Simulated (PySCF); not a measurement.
# One molecule, many inputs

Molecule: 1-pentanethiol (SMILES CCCCCS); geometry GFN2-xTB.

Cartesian coordinates in Å; atom numbers follow the order of the lines, from 1:
```xyz
18

C    -2.7677    0.3727    0.2541
C    -1.3844    0.7075   -0.2895
C    -0.3288   -0.2801    0.2028
C     1.0591    0.0581   -0.3385
C     2.1050   -0.9223    0.1651
S     3.7718   -0.5561   -0.4898
H    -3.5043    1.0856   -0.1084
H    -2.7676    0.4018    1.3415
H    -3.0697   -0.6236   -0.0610
H    -1.1066    1.7175    0.0210
H    -1.4093    0.6930   -1.3814
H    -0.3044   -0.2675    1.2954
H    -0.6041   -1.2900   -0.1101
H     1.0435    0.0374   -1.4305
H     1.3314    1.0711   -0.0293
H     1.8902   -1.9348   -0.1763
H     2.1662   -0.9214    1.2539
H     3.8711    0.6574    0.0495
```

All runs: PySCF, non-relativistic, gas phase unless a solvent (IEF-PCM) is named; grid level 2, GIAOs and SCF threshold 1e-9 unless changed. The yardstick, PBE0/pcSseg-1, gives these isotropic shieldings σ (ppm, equivalent atoms averaged): C5 154.6, C1 169.7, S6 578.6, H14/H15 30.21, H10/H11 30.40, H12/H13 30.58, H7/H8/H9 30.68.

**Question.** What do these inputs give? (1) KT2/aug-cc-pVDZ; (2) OLYP/STO-3G; (3) revPBE/LANL2DZ; common gauge at [0, 0, 0]; max_cycle 1; (4) wB97X/6-311+G(2d,p); guess huckel

**Answer.** 
| run | outcome | functions | wall time | C5 | C1 | S6 | H14/H15 | H10/H11 | H12/H13 | H7/H8/H9 |
| --- | --- | --- | --- | --- | --- | --- | --- | --- | --- | --- |
| 1 | converged | 250 | 2.7 min | 162.4 | 179.9 | 619.5 | 29.95 | 30.23 | 30.39 | 30.72 |
| 2 | converged | 46 | 12 s | 198.7 | 211.1 | 691.9 | 32.04 | 32.12 | 32.21 | 32.26 |
| 3 | not converged | 77 | 2.4 s | – | – | – | – | – | – | – |
| 4 | converged | 242 | 51 s | 160.6 | 175.6 | 571.6 | 30.42 | 30.72 | 30.87 | 31.13 |

Times are on shared hosts with different chips, so compare them loosely.

**Question.** Comment on the technical settings and failures.

**Answer.** 
- Run 2: The functional and orbital basis differ from the yardstick's, which in itself moves the values. With 46 functions the basis is far too small for magnetic properties.
- Run 3: The SCF stopped after 1 cycles without meeting its threshold and the cycle limit at 1, so no response property followed.
- Run 4: The functional and orbital basis differ from the yardstick's, which in itself moves the values. The starting guess changes the path of the SCF (11 cycles), not the solution, provided the same state is reached.

Runs 2, 3 were set up unsoundly or failed; their numbers aren't to be quoted as properties of the molecule.
